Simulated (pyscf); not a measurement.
Optimised with ωB97X-D3(BJ)/def2-SVP in PySCF.

Q: `[CH3][GaH][CH3]` + `[CH2]=[CH2]` → `[CH3][CH2][CH2][GaH][CH3]`
Surface: singlet. Broken: C–Ga. Formed: C–C, C–Ga. Give ΔE‡ and ΔE from ωB97M-D3(BJ)/def2-TZVP, relative to the separated reactants.

A: ΔE‡ = 100.3 kJ/mol, ΔE = -96.0 kJ/mol. Zero-point energy shifts the barrier by +12.3 kJ/mol. It is an addition across a multiple bond or ene-type step, with an imaginary mode of 533i cm⁻¹. On the reactant side the descent ends in a bound adduct (not fully relaxed), 42.1 kJ/mol under the separated species and 131.6 kJ/mol under the saddle at ωB97X-D3(BJ)/def2-TZVP. At the saddle there is also a short C–Ga contact that neither side keeps. At ωB97X-D3(BJ) the barrier from the zero used here is 89.5 kJ/mol. The same reactants have a lower exit, to H₃C–CH₂–Ga(CH₃)–CH₃ (barrier +37.0 kJ/mol at ωB97M-D3(BJ), against +100.3 kJ/mol here). H₃C–CH₂–CH₂–GaH–CH₃ lies 28.1 kJ/mol over its isomer H₃C–CH₂–Ga(CH₃)–CH₃ (electronic energy, ωB97M-D3(BJ)). This is the saddle that the search found; another between the same sides may lie lower. Elements up to Kr have no core potential and no relativistic terms here.
